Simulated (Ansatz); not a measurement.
Band gap of tetradymite Bi₂Te₃ at several levels of theory

No measured value is used here.

| level (code) | value (eV) | cell (Å³/atom) |
|---|---|---|
| LDA+SOC (Ansatz) | ? | 33.87 |
| PBE (Ansatz) | 0.29 | 33.87 |
| PBE-D3(BJ) (Ansatz) | 0.26 | 33.66 |
| PBE-D4 (Ansatz) | 0.26 | 33.64 |
| r²SCAN (Ansatz) | ? | 33.87 |
| r²SCAN+SOC (Ansatz) | 0.13 | 33.87 |
| HSE06 (Ansatz) | 0.64 | 33.87 |
| PBE0 (Ansatz) | 1.13 | 33.87 |

Q: Some entries are withheld; supply them.

A: 
- LDA+SOC (Ansatz, a first-principles code), value (eV): 0.05 (indirect)
- r²SCAN (Ansatz), value (eV): 0.52

Computed values are for a static lattice. Levels without +SOC have no spin–orbit coupling; where heavier elements are present it shifts gaps, mostly down, and can invert bands.  PBE-D3(BJ), PBE-D4: the gap is read on the k mesh or supercell of the run alone and can be too large. Values are at the measured cell; PBE-D3(BJ) at the level's own equilibrium cell; PBE-D4 at the level's own equilibrium cell. Cutoffs and k meshes differ between the levels. Ansatz's density-functional and Hartree–Fock values are scalar-relativistic unless marked +SOC, with PAW data made under PBE.
